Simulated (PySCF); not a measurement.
Coordinates in bohr (charge 0 multiplicity 1):
```
N     0.0594   -0.8052    0.1469
O    -0.2382    0.7300    2.2768
O     2.1597    0.3079   -1.0072
O    -1.9807   -0.3296   -1.4038
H    -0.8775   -0.4316    3.5234
H     2.9943   -1.1132   -1.7792
H    -2.0032    1.4924   -1.6545
```

These are results of PySCF, PBE0, basis N def2-TZVP, O def2-TZVP, H def2-TZVP (no relativity, density fitting), not measurements.

This geometry of N(OH)₃ is a stationary point at this level.

(1) What is the point group?

(2) Is it a minimum?

(3) Which band is strongest in the infrared?

(4) Give the atomic charges and bond orders.

Answers

(1) Cs.

(2) Yes: all harmonic wavenumbers are real.

(3) 983 cm⁻¹ (a''), 224 km/mol.

(4) 
| atom | Mulliken | Löwdin | polar tensor | Mayer order to N1 |
| --- | --- | --- | --- | --- |
| N1 | 0.12 | -0.22 | 0.75 | – |
| O2,3 | -0.36 | -0.09 | -0.53 | 1.02 |
| O4 | -0.35 | -0.08 | -0.50 | 0.98 |
| H5,6 | 0.33 | 0.17 | 0.28 | 0.01 |
| H7 | 0.29 | 0.15 | 0.23 | 0.05 |
Other Mayer orders above 0.3: O–H 0.88 (×3).

Other isomers or separated fragments may lie lower.
